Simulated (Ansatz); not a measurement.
```yaml
crystal:
  periodic: [false, false, false]
  atoms:
    - {symbol: B, position_ang: [0.000000, 0.000000, -1.143695]}
    - {symbol: Si, position_ang: [0.000000, 0.000000, 0.669741]}
    - {symbol: P, position_ang: [0.000000, 0.000000, 2.771790]}
    - {symbol: H, position_ang: [0.000000, 0.000000, -2.297836]}
basis:
  gaussian: {orbitals: def2-TZVP}
magnetization: {spin_polarized: true, initial_magnetization: 3}
hamiltonian: {xc: pbe0}
relax: {f_tol: 0.004, max_steps: 80}
```

```sh
$ ansatz run in.yaml --threads 1 --pin off --events-out ev --progress --plain --max-ram 2176MiB
```

Steps of the relaxation (energy above the last step; positions in Å, forces in eV/Å):

```
4
step 1, 8.3 meV
B     0.000    0.000   -1.144    0.000    0.000    0.867
Si    0.000    0.000    0.670    0.000    0.000   -0.191
P     0.000    0.000    2.772    0.000    0.000   -0.025
H     0.000    0.000   -2.298    0.000    0.000   -0.651
```

```
4
step 2, 0.6 meV
B     0.000    0.000   -1.137    0.000    0.000    0.245
Si    0.000    0.000    0.672    0.000    0.000   -0.080
P     0.000    0.000    2.772    0.000    0.000    0.003
H     0.000    0.000   -2.308    0.000    0.000   -0.167
```

```
4
step 3, 0.0 meV
B     0.000    0.000   -1.134    0.000    0.000    0.008
Si    0.000    0.000    0.672    0.000    0.000   -0.006
P     0.000    0.000    2.773    0.000    0.000    0.002
H     0.000    0.000   -2.311    0.000    0.000   -0.003
```

```
4
step 4, 0.0 meV
B     0.000    0.000   -1.134    0.000    0.000    0.000
Si    0.000    0.000    0.672    0.000    0.000   -0.001
P     0.000    0.000    2.773    0.000    0.000    0.000
H     0.000    0.000   -2.311    0.000    0.000    0.000
```

Close pairs at the end: B1–H4 1.177 Å, B1–Si2 1.805 Å, Si2–P3 2.101 Å.

A stationary point of unrestricted PBE0 after 4 steps, with ⟨S²⟩ = 3.783 against 3.75 for a pure state; no frequencies were run, so it isn't proven a minimum. 15 s on 1 thread of Intel Xeon Platinum 8488C, shared host.
